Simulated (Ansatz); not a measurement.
Compare A (`NC1=C(F)C1`) with its isomer B (`C=NC(=C)F`).

Isolated molecules relaxed with PBE0-D4/def2-TZVP in Ansatz; ΔE leaves out vibrations. CBS: MP2 limit from def2 TZ/QZ plus the TZ coupled-cluster correction, frozen cores. Functionals use def2-TZVPP. B3LYP here is the variant with VWN-RPA as its local correlation; programs differ in this. Each species was taken in one conformer, which may not be the lowest.

A:

```xyz
9

N     1.487    0.625   -0.041
C     0.193    0.210   -0.129
C    -1.049    0.292   -0.446
F    -2.025    0.954   -1.036
C    -0.769   -0.779    0.521
H     2.160   -0.115    0.082
H     1.770    1.295   -0.739
H    -1.016   -0.654    1.582
H    -0.751   -1.827    0.205
```

B:

Z-matrix (Å, degrees):
```
C
N 1 1.268
H 1 1.087 2 118.1
H 1 1.092 2 123.7 3 180.0
C 2 1.374 1 120.0 3 -180.0
F 5 1.349 2 116.9 1 -0.0
C 5 1.326 2 123.5 1 180.0
H 7 1.079 5 118.7 2 -0.0
H 7 1.080 5 121.0 2 180.0
```

Which isomer does CCSD(T)/CBS put lower? Give the gap. (Best estimate.)

The calculation gave: B, by 160.4 kJ/mol.

Give E(B) − E(A) in kJ/mol with B3LYP, PBE0-D4, HF/def2-TZVPP, CCSD(T)/def2-TZVPP, ωB97M-V, CCSD(T)/def2-SVP, LDA (SPW92). (Best estimate.)

Ansatz gave: B3LYP -163.8, PBE0-D4 -137.3, HF/def2-TZVPP -182.8, CCSD(T)/def2-TZVPP -164.1, ωB97M-V -152.1, CCSD(T)/def2-SVP -165.7, LDA (SPW92) -123.9. None reverses the order clearly.

Does the order hold for the free energy at 298.15 K (harmonic terms from PBE0-D4)? (An estimate is asked.)

Computed: Yes: G(B) − G(A) = -162.0 kJ/mol, for one conformer each.

Largest T1 diagnostic: 0.013.

At CCSD(T), def2-SVP lies −5.3 kJ/mol from the extrapolated value and def2-TZVPP −3.7 kJ/mol. From r2SCAN to r2SCAN0 (25 % exact exchange), in def2-TZVPP and without D4, E(B) − E(A) moves by +7.7 kJ/mol.
